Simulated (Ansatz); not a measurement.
Species, as SMILES: C#N (CH-N).
Atoms: C1, N2, H3. Bonds: C1-N2, C1-H3.

Basis-set convergence of the optimised C1-H3 bond length at CCSD(T) with Ansatz (a quantum-chemistry and plane-wave program). The reference of a correlated method is not its basis-set limit, which lies further on. Cartesian d functions, on some or all atoms, in 6-31G*, 6-31+G*; all else is spherical. Cores are frozen. No added dispersion term, no relativity. Reference: the value in def2-QZVPP, 1.0669 Å. Deviations are taken from unrounded values.

| basis | functions | optimised C1-H3 bond length (Å) |
|---|---|---|
| 6-31G* | 32 | 1.0734 |
| 6-31+G* | 40 | 1.0748 |
| cc-pVDZ | 33 | 1.0826 |
| aug-cc-pVDZ | 55 | 1.0816 |
| def2-SVP | 33 | 1.0801 |
| def2-SVPD | 48 | 1.0795 |
| pcseg-1 | 33 | 1.0748 |
| aug-pcseg-1 | 55 | 1.0749 |
| 6-311G** | 42 | 1.0704 |
| 6-311+G** | 50 | 1.0711 |
| def2-TZVP | 68 | 1.0699 |
| def2-TZVPD | 83 | 1.0703 |
| cc-pVTZ | 74 | 1.0668 |
| aug-cc-pVTZ | 115 | 1.0671 |
| pcseg-2 | 74 | 1.0660 |
| aug-pcseg-2 | 115 | 1.0666 |
| def2-TZVPP | 76 | 1.0680 |
| def2-TZVPPD | 91 | 1.0681 |

What the diffuse functions change, pair by pair:
- 6-31G* to 6-31+G*: 8 more functions, deviation 0.0065 to 0.0079 Å
- cc-pVDZ to aug-cc-pVDZ: 22 more functions, deviation 0.0157 to 0.0147 Å
- def2-SVP to def2-SVPD: 15 more functions, deviation 0.0132 to 0.0126 Å
- pcseg-1 to aug-pcseg-1: 22 more functions, deviation 0.0079 to 0.0080 Å
- 6-311G** to 6-311+G**: 8 more functions, deviation 0.0035 to 0.0043 Å
- def2-TZVP to def2-TZVPD: 15 more functions, deviation 0.0030 to 0.0034 Å
- cc-pVTZ to aug-cc-pVTZ: 41 more functions, deviation -0.0001 to 0.0002 Å
- pcseg-2 to aug-pcseg-2: 41 more functions, deviation -0.0009 to -0.0003 Å
- def2-TZVPP to def2-TZVPPD: 15 more functions, deviation 0.0011 to 0.0012 Å

They bring the value nearer the reference by more than 0.0001 Å in 3 of 9 pairs.
